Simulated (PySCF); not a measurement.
Stepwise substitution at one centre (B H-Cl). All species are isolated molecules in the gas phase. Strings in code marks are SMILES.

The numbers are results of TPSSh-D3(BJ)/def2-TZVP // CAM-B3LYP-D3(BJ)/def2-TZVP (PySCF 2.14.0), not measurements. Excitations are Tamm–Dancoff values on a coarser integration grid. The basis has no diffuse functions, so Rydberg states are missing or too high.

| species | S1–T1 gap (TDA) (eV) | HOMO–LUMO gap (eV) | S1 oscillator strength |
|---|---|---|---|
| 0 of 3 H replaced by Cl (`B`) | – | 6.98 | – |
| 1 of 3 H replaced by Cl | 0.43 | (withheld) | (withheld) |
| 2 of 3 H replaced by Cl (`ClBCl`) | 0.42 | 6.40 | 0.001 |
| 3 of 3 H replaced by Cl | 0.20 | 6.20 | 0.000 |

### Question
Some entries are withheld; supply them.

### Answer

- 1 of 3 H replaced by Cl, HOMO–LUMO gap (eV): 5.76
- 1 of 3 H replaced by Cl, S1 oscillator strength: 0.000
